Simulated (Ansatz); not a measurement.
# Structure relaxation of HfPdCl3

The calculation used DFT r2SCAN, scalar-relativistic, plane waves, PAW (Ansatz 0.2.0). Cutoff 500 eV, Γ-centred k mesh, Gaussian smearing, no spin polarisation in the final step.

HfPdCl3 was placed on the cubic perovskite structure type (Pm-3m, No. 221), with Hf in place of Sr, Pd in place of Ti, Cl in place of O, at a guessed volume.

```
Hf Pd Cl
1.0
     4.72813    0.00000    0.00000
     0.00000    4.72813    0.00000
     0.00000    0.00000    4.72813
Hf Pd Cl
1 1 3
Cartesian
  0.0000 0.0000 0.0000
  2.3641 2.3641 2.3641
  0.0000 2.3641 2.3641
  2.3641 0.0000 2.3641
  2.3641 2.3641 0.0000
```

Cell and atoms relax at zero pressure; the relaxation can't lower the symmetry of the start.

Energies over the elements count from the elements' standard structures at the same level (Cl₂ as a molecule), with no empirical corrections.

Q: Which crystal results?

A: It keeps Pm-3m (No. 221). The result still has the cubic perovskite structure. Conventional cell: a = 4.817 Å. Around Hf lie 12 Cl at 3.41 Å; around Pd lie 6 Cl at 2.41 Å; Cl is coordinated by 2 Pd at 2.41 Å.

```xyz
5
Lattice="4.8168 0.0000 0.0000 0.0000 4.8168 0.0000 0.0000 0.0000 4.8168" Properties=species:S:1:pos:R:3 pbc="T T T"
Hf    0.0000    0.0000    0.0000
Pd    2.4084    2.4084    2.4084
Cl    0.0000    2.4084    2.4084
Cl    2.4084    0.0000    2.4084
Cl    2.4084    2.4084    0.0000
```

Q: What are its volume, energy, density and gap?

A: The volume per atom is 22.35 Å³, the density is 5.81 g/cm³ and the energy over the elements is 0.13 eV/atom. The gap on the 8×8×8 mesh is 0 eV (a metal).

The final run used a 8×8×8 mesh on its 5-atom cell and 0.10 eV smearing. The k mesh leaves about 4 meV/atom of noise in metals. Spin–orbit coupling is left out. Symmetry constrained the relaxation, so the result can be a saddle point.

Symmetry holds off the tilts and polar distortions that many cubic perovskites undergo.

Cost: 2 runs of about 2.1 core-minutes in all, on Arm Neoverse V1 (shared hosts).